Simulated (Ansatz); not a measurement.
# BFH4S: molecular dynamics, part 2 of 2

Aim: let a guess near a reaction's saddle point go and see which way it falls. Runs: 150 steps of 0.5 fs at constant energy, with velocities drawn for 100 K; 150 steps of 0.5 fs at constant energy, with velocities drawn for 600 K. Reaction type: exchange4.

Ansatz 0.2.0; UKS PBE0-D4/6-31G*.

## (7) More of the same log: dynamics from the start

Output, continued, shortened:

```text
md step    76: t =    38.00 fs  T =  1427.5 K  F+E_penalty+E_count = -14285.57425578 eV  E_kin = 0.922598 eV  conserved = -14284.65165760 eV  (26 SCF iters, 3 dispersion substeps)
[...]
md step    94: t =    47.00 fs  T =  2028.3 K  F+E_penalty+E_count = -14285.96285911 eV  E_kin = 1.310859 eV  conserved = -14284.65200006 eV  (26 SCF iters, 3 dispersion substeps)
[...]
md step   112: t =    56.00 fs  T =  1931.0 K  F+E_penalty+E_count = -14285.89972489 eV  E_kin = 1.248029 eV  conserved = -14284.65169589 eV  (28 SCF iters, 3 dispersion substeps)
[...]
md step   130: t =    65.00 fs  T =  1961.9 K  F+E_penalty+E_count = -14285.92031234 eV  E_kin = 1.267970 eV  conserved = -14284.65234242 eV  (29 SCF iters, 3 dispersion substeps)
[...]
md step   150: t =    75.00 fs  T =  2065.5 K  F+E_penalty+E_count = -14285.98704405 eV  E_kin = 1.334916 eV  conserved = -14284.65212769 eV  (27 SCF iters, 3 dispersion substeps)
Total energy: -14285.98706409 eV, -525.0003412156 hartree
Atom 0 at    -1.026146    -0.882028    -0.170051 Å, force     0.997317     0.022219     0.336731 eV/Å
Atom 1 at    -0.281531    -1.240117    -1.199461 Å, force    -0.504364     0.106187    -0.153416 eV/Å
Atom 2 at    -0.926088    -1.520780     0.821449 Å, force    -0.091488    -0.569838     0.303426 eV/Å
Atom 3 at    -1.645132     0.118952    -0.113522 Å, force    -0.437827     0.410488    -0.596843 eV/Å
Atom 4 at     0.624565     0.032364     1.407242 Å, force     1.295306     1.421784    -0.676373 eV/Å
Atom 5 at     1.488460     1.052646     0.859934 Å, force    -1.692029    -1.054738     0.819937 eV/Å
Atom 6 at     0.490078     1.984315     0.929288 Å, force     0.433086    -0.336101    -0.033463 eV/Å
Dipole moment:    -0.331095     0.060538     0.145633 e Å
```

It took 15 min on 1 thread of AMD EPYC (Zen 3), shared host; peak memory 0.14 GiB.

## (8) Frames and traces

The trajectory, every 6 steps (energies from step 0):

| time (fs) | T (K) | potential energy change (meV/atom) | total energy change (meV/atom) | B1–S6 (Å) | H5–F2 (Å) | B1–F2 (Å) |
| --- | --- | --- | --- | --- | --- | --- |
| 0.0 | 600 | 0.0 | 0.00 | 2.20 | 1.20 | 1.68 |
| 3.0 | 675 | -7.0 | -0.08 | 2.18 | 1.21 | 1.66 |
| 6.0 | 553 | 4.4 | 0.02 | 2.14 | 1.21 | 1.63 |
| 9.0 | 593 | 0.6 | -0.03 | 2.09 | 1.27 | 1.60 |
| 12.0 | 786 | -17.2 | 0.00 | 2.04 | 1.41 | 1.56 |
| 15.0 | 1179 | -53.5 | -0.04 | 2.00 | 1.62 | 1.51 |
| 18.0 | 1609 | -93.3 | -0.17 | 1.99 | 1.84 | 1.44 |
| 21.0 | 1695 | -101.2 | -0.12 | 1.99 | 2.14 | 1.37 |
| 24.0 | 1669 | -98.8 | -0.06 | 2.02 | 2.50 | 1.30 |
| 27.0 | 1865 | -117.0 | -0.17 | 2.05 | 2.84 | 1.26 |
| 30.0 | 1854 | -115.8 | -0.03 | 2.08 | 3.18 | 1.28 |
| 33.0 | 1757 | -107.0 | -0.13 | 2.12 | 3.51 | 1.35 |
| 36.0 | 1414 | -75.1 | 0.03 | 2.17 | 3.74 | 1.42 |
| 39.0 | 1479 | -81.3 | -0.11 | 2.24 | 3.82 | 1.46 |
| 42.0 | 1528 | -85.6 | 0.11 | 2.32 | 3.88 | 1.46 |
| 45.0 | 1918 | -121.8 | -0.14 | 2.40 | 4.04 | 1.41 |
| 48.0 | 2065 | -135.4 | -0.10 | 2.48 | 4.16 | 1.34 |
| 51.0 | 2081 | -136.9 | -0.15 | 2.56 | 4.14 | 1.26 |
| 54.0 | 1833 | -113.8 | 0.07 | 2.65 | 4.04 | 1.23 |
| 57.0 | 2055 | -134.5 | -0.17 | 2.73 | 4.01 | 1.26 |
| 60.0 | 2089 | -137.5 | -0.11 | 2.82 | 3.99 | 1.34 |
| 63.0 | 1969 | -126.4 | -0.04 | 2.92 | 3.86 | 1.42 |
| 66.0 | 1911 | -121.1 | -0.09 | 3.02 | 3.64 | 1.45 |
| 69.0 | 1854 | -115.8 | -0.03 | 3.13 | 3.42 | 1.45 |
| 72.0 | 1971 | -126.6 | -0.05 | 3.23 | 3.23 | 1.40 |
| 75.0 | 2065 | -135.4 | -0.10 | 3.34 | 3.04 | 1.32 |

time (fs), T (K) and a bar:
```
      0.0        600 #
      3.5        655 ##
      6.5        550 
     10.0        619 #
     13.0        931 #######
     16.5       1378 ################
     19.5       1715 ######################
     23.0       1647 #####################
     26.0       1813 ########################
     29.5       1848 #########################
     32.5       1810 ########################
     36.0       1414 ################
     39.0       1479 ##################
     42.5       1579 ###################
     45.5       1956 ###########################
     49.0       2092 #############################
     52.0       2023 ############################
     55.5       1872 #########################
     58.5       2134 ##############################
     62.0       1989 ###########################
     65.0       1962 ###########################
     68.5       1830 ########################
     71.5       1957 ###########################
     75.0       2065 #############################
```

Bonds that form or break, judged by distance (formed within 1.15 times the sum of covalent radii and held on average over 12 fs, broken when stretched by half; pairs already stretched at the start don't count as bonds):

```csv
time (fs),bond,event
8.0,B1–S6,forms
11.0,H5–S6,forms
11.5,B1–F2,forms
60.5,B1–S6,breaks
```

## (9) Snapshots as a file

Extended XYZ, with forces in eV/Å:

```xyz
7
time_fs=9.5 T=604 dE=-0.0025
B    -0.588   -0.330    0.157   -0.221   -0.013    0.018
F     0.080   -1.017   -1.115   -0.734    0.659    1.596
H    -0.887   -1.024    1.065    0.216   -0.678   -0.139
H    -1.334    0.545   -0.088   -0.316    0.160   -0.634
H     0.871   -0.316   -0.376    1.250    0.743   -0.181
S     1.101    0.722    0.773   -0.206   -1.471   -0.124
H     0.706    1.790    0.108    0.010    0.599   -0.536
7
time_fs=19.0 T=1697 dE=-0.7106
B    -0.474   -0.331    0.083   -1.902   -1.454   -0.625
F     0.017   -1.010   -1.060    0.235    0.410    0.303
H    -0.690   -1.167    0.986   -0.187    0.945   -0.429
H    -1.239    0.585   -0.273    0.160   -0.726    0.692
H     1.461    0.108   -0.431    0.319    0.512    1.080
S     1.071    0.707    0.776    1.084    0.338   -1.388
H     0.725    1.833    0.103    0.291   -0.023    0.367
7
time_fs=28.0 T=1868 dE=-0.8199
B    -0.482   -0.400   -0.007   -2.456    1.553    3.625
F    -0.029   -1.004   -1.018    1.701   -2.513   -4.434
H    -0.672   -1.062    0.989    0.003   -0.105    0.166
H    -1.302    0.482   -0.163    0.061    0.176   -0.018
H     2.180    0.667    0.011    0.323   -0.649   -0.231
S     1.075    0.704    0.759    0.562    2.240    0.385
H     0.897    1.977    0.250   -0.193   -0.700    0.506
7
time_fs=37.5 T=1405 dE=-0.5202
B    -0.627   -0.431    0.060    1.548   -1.746   -2.908
F    -0.035   -1.065   -1.097   -1.777    1.137    2.278
H    -0.685   -1.010    1.068   -0.085   -0.891    0.514
H    -1.329    0.513   -0.051   -0.099    0.546   -0.410
H     2.525    0.923    0.886   -1.693   -0.572   -0.374
S     1.118    0.738    0.739    2.155    1.457    1.007
H     0.892    2.049    0.581   -0.050    0.069   -0.107
7
time_fs=47.0 T=2028 dE=-0.9237
B    -0.704   -0.562   -0.001    0.928   -0.323   -0.847
F    -0.103   -1.093   -1.106   -0.720    0.279    0.932
H    -0.759   -1.259    0.986   -0.326    0.191   -0.296
H    -1.192    0.537   -0.159   -0.290   -0.390    0.131
H     2.273    0.798    1.701   -1.718    0.127   -1.317
S     1.192    0.810    0.736    2.270   -0.657    1.098
H     0.857    2.073    0.885   -0.146    0.772    0.298
7
time_fs=56.0 T=1931 dE=-0.8605
B    -0.746   -0.694   -0.084   -3.277    1.942    3.720
F    -0.181   -1.121   -1.104    2.571   -1.940   -3.949
H    -1.042   -1.488    0.814    0.479    0.553   -0.208
H    -1.274    0.405   -0.192   -0.030   -0.416    0.278
H     1.577    0.686    2.016    0.529   -0.794    0.788
S     1.286    0.885    0.749    0.053    0.558    0.053
H     0.840    2.071    1.213   -0.325    0.098   -0.681
7
time_fs=65.5 T=1942 dE=-0.8681
B    -0.932   -0.747   -0.038    1.680   -1.482   -3.220
F    -0.197   -1.203   -1.203   -1.983    1.348    3.015
H    -1.095   -1.577    0.804    0.284    0.043    0.254
H    -1.527    0.280   -0.066    0.090    0.210   -0.198
H     1.027    0.321    1.908    0.101   -0.108    0.219
S     1.391    0.970    0.794   -0.727    0.736    0.251
H     0.638    2.076    1.155    0.555   -0.746   -0.321
7
time_fs=75.0 T=2065 dE=-0.9479
B    -1.026   -0.882   -0.170    0.997    0.022    0.337
F    -0.281   -1.240   -1.200   -0.504    0.106   -0.153
H    -0.926   -1.521    0.821   -0.091   -0.570    0.303
H    -1.645    0.119   -0.114   -0.438    0.410   -0.597
H     0.625    0.032    1.407    1.295    1.422   -0.676
S     1.488    1.053    0.860   -1.692   -1.055    0.820
H     0.490    1.984    0.929    0.433   -0.336   -0.034
```

On run 2: At the last frame the bonds meant to break are whole and the new ones absent: it fell back to the reactants' side (BFH2 + H2S). The temperature starts at 600 K and averages 1900 K in the second half, where it ranges from 1405 to 2134 K; the start was no minimum (force components up to 2.3 eV/Å), and the potential energy that it sheds (120 meV/atom) turns into motion, which in so few atoms is no thermal temperature. The total energy strays from its start by at most 0.19 meV/atom, 0.1 % of the mean kinetic energy, which is good for a step of 0.5 fs. The bonding pattern changes, first at 8.0 fs: B1–S6 forms. By that distance rule the pieces at the end are BFH2 + H2S; a long dative bond can count as broken.

## (10) Results

This closing draws on all 2 parts.

```
                                 quantity                                     value
                            run 1: length                       150 steps of 0.5 fs
  run 1: temperature, first and last step                            100 and 1929 K
          run 1: temperature, second half          mean 1579 K, from 1114 to 1929 K
     run 1: potential energy, second half  -137 meV/atom from this run's first step
run 1: largest change of the total energy                             0.25 meV/atom
            run 1: bonds formed or broken                                         4
                            run 2: length                       150 steps of 0.5 fs
  run 2: temperature, first and last step                            600 and 2065 K
          run 2: temperature, second half          mean 1900 K, from 1405 to 2134 K
     run 2: potential energy, second half  -120 meV/atom from this run's first step
run 2: largest change of the total energy                             0.19 meV/atom
            run 2: bonds formed or broken                                         4
```

What this shows: Mean temperatures of the second halves: 1579 K, 1900 K. Bonds changed in run 1, run 2. Run 1: at the last frame the bonds meant to break are whole and the new ones absent: it fell back to the reactants' side (BFH2 + H2S). Run 2: at the last frame the bonds meant to break are whole and the new ones absent: it fell back to the reactants' side (BFH2 + H2S). A run of 75 fs with 7 atoms shows the motion but fixes no equilibrium value. The nuclei move classically, without zero-point motion, which matters most for hydrogen.
